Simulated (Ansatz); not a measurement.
AlFH₂S, SMILES [F][AlH][SH], an active-space calculation

Computed with Ansatz 0.2.0, Python API.

The cells in order, each with its output:

```python
import ansatz as az
```

```python
molecule = (
    az.Crystal.molecule()
    .atom("F", (-1.2495, -1.2076, 1.266))
    .atom("Al", (-0.5395, -0.3441, -0.1564))
    .atom("S", (1.6647, 0.0516, -0.1818))
    .atom("H", (-1.3594, 0.1283, -1.3978))
    .atom("H", (1.5336, 1.2982, 0.4285))
)
```

```python
base = molecule.calculation()
base = base.basis(gaussian="cc-pVDZ")
base = base.correlation(active_electrons=4, active_orbitals=5)
for method in [None]:
    summary = (base if method is None else base.correlation(method)).run(threads=1).report
    space = summary["configurations"]
    state = space["states"][0]
    print(method or "casscf", f"total {summary['free_energy_ev'] / 27.211386246:.6f} Ha, active-space state {state['energy']['hartree']:.6f} Ha, mean field {summary['reference_energy_ev'] / 27.211386246:.6f} Ha")
    print("  determinants", state["n_determinants"], " natural occupations", [round(n, 3) for n in space["natural_occupations"]])
```

    casscf total -740.190688 Ha, active-space state -740.190688 Ha, mean field -740.151396 Ha
      determinants 100  natural occupations [1.975, 1.971, 0.022, 0.019, 0.012]

Total energies depend on the basis set; only differences at equal settings carry meaning. The geometry is a force-field or estimated start, not a minimum of this method, and the basis set is short of its limit. The active space starts as a window about the frontier orbitals and is then optimised, not chosen by chemistry. Wall time of the script: 5.9 s on 1 thread of Arm Neoverse V1, on a shared host, peak memory 0.18 GiB.
